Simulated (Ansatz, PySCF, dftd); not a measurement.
Species: C$_{3}$H$_{7}$Cl, charge 0, singlet. C3H7Cl (SMILES CCCCl).
B3LYP-D3(BJ)/def2-TZVP minimum from Ansatz (a quantum-chemistry and plane-wave program):
```
C
H 1 1.0920
H 1 1.0920 2 106.81
C 1 1.5158 2 109.09 3 117.79
H 4 1.0883 1 111.73 2 -177.01
H 4 1.0883 5 108.92 1 123.92
C 1 1.5283 2 110.25 3 -119.79
H 7 1.0907 1 110.74 2 58.84
H 7 1.0923 8 107.73 1 -121.98
H 7 1.0923 8 107.73 9 -116.03
Cl 4 1.8082 5 106.18 6 113.97
```
Charge 0, spin multiplicity 1.

Wanted: enthalpy of formation at 298 K (by atomisation, with rigid-rotor harmonic-oscillator terms from PySCF's Hessian at B3LYP-D3(BJ)/def2-TZVP and the atoms' measured values of the G2/97 table; no spin-orbit terms), in kJ/mol. UHF or UKS for unpaired electrons; spin-orbit terms are left out. Cores are frozen in correlated methods. Rows without X2C or -DK are non-relativistic. CBS(X,Y): correlation extrapolated as X^-3, Hartree-Fock from the larger set. A bracket is a step between two methods taken in the basis named. Functionals run without relativity, which enters their misses. 'core' is core correlation in cc-pwCVTZ (1s frozen past Ne), 'X2C' scalar relativity in cc-pVTZ-DK, both at CCSD(T). For partners of very few electrons the exact lower level stands in for a higher one.

Measured: -31.5 kcal/mol, -131.8 kJ/mol (G2/97 table in ASE (Curtiss et al.)); atomic spin-orbit terms, which the calculations lack, would raise the computed values.

```csv
level,program,enthalpy of formation at 298 K (kJ/mol),error against that value
B3LYP-D3(BJ)/def2-TZVPD,Ansatz + dftd3,-130.7,1.1
PBE0/def2-TZVPD,Ansatz,-141.1,-9.3
wB97M-V/def2-TZVPD,Ansatz,-137.3,-5.5
MP2/cc-pV(Q+d)Z,Ansatz,-134.7,-2.9
CCSDT(Q)/cc-pV(D+d)Z,Ansatz,142.5,274.3
"CCSD(T)/CBS(cc-pV(T+d)Z,cc-pV(Q+d)Z) + [CCSDT(Q) - CCSD(T)]/cc-pV(D+d)Z + core + X2C",Ansatz,-142.8,-11.0
```

The highest level lies far from the tabulated value, which was not checked at its source: another state or conformer, missing terms or a fault of the table are possible.
